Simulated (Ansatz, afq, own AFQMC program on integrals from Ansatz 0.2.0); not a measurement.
**SiH$_{5}$O, doublet: AFQMC among the cluster methods**

```tsv
atom	x (Å)	y (Å)	z (Å)
Si	-0.9855	0.0193	0.0000
H	-1.4803	1.4190	0.0000
H	-1.4803	-0.6806	1.2122
H	-1.4803	-0.6806	-1.2122
H	0.7436	0.0193	0.0000
O	1.8316	0.0193	0.0000
H	2.0834	-0.9207	0.0000
```

Basis cc-pVDZ. Only valence electrons are correlated. Ansatz 0.2.0 and our own AFQMC program on the same integrals; the CISD trial comes from CCSD amplitudes, and released means the phaseless constraint is let go. Error bars are statistical, one sigma.

Determinant: UHF, the one that the program's search chose, which needn't be the lowest solution. The geometry is a point of a scan.

No full CI on the walks' own integrals is used here; CCSDT(Q) serves as the reference and is uncertain by about the last step of the cluster series.

```
T1 diagnostic                               : 0.0144
weight of the determinant in the CISD state : 0.873
⟨S²⟩ of the determinant                     : 0.770
size of the correlated space                : 15 electrons in 51 orbitals
```

Reference: CCSDT(Q), correlation energy -9.618 eV. The released energy is read at 1.50 1/Eh (meV from the phaseless value at times in 1/Eh: 0 ± 5 at 0.24, -6 ± 4 at 0.51, -3 ± 5 at 0.99, -2 ± 6 at 1.50).

```tsv
level	E − E(reference) (mEh)	share of correlation (%)
HF	353.45	0.00
MP2	45.15	87.23
CCSD	8.57	97.58
CCSD(T)	1.63	99.54
CCSDT	0.71	99.80
ph-AFQMC/CISD	0.19 ± 0.18	99.95
released AFQMC	0.12 ± 0.24	99.97
```

A walk keeps the symmetry of its determinant, which the program's search chose and which needn't be the lowest solution, so a lower state of the same spin and another symmetry isn't excluded. Released energies are given only where the last usable release times agree within the noise; a slower fall can still hide under it.
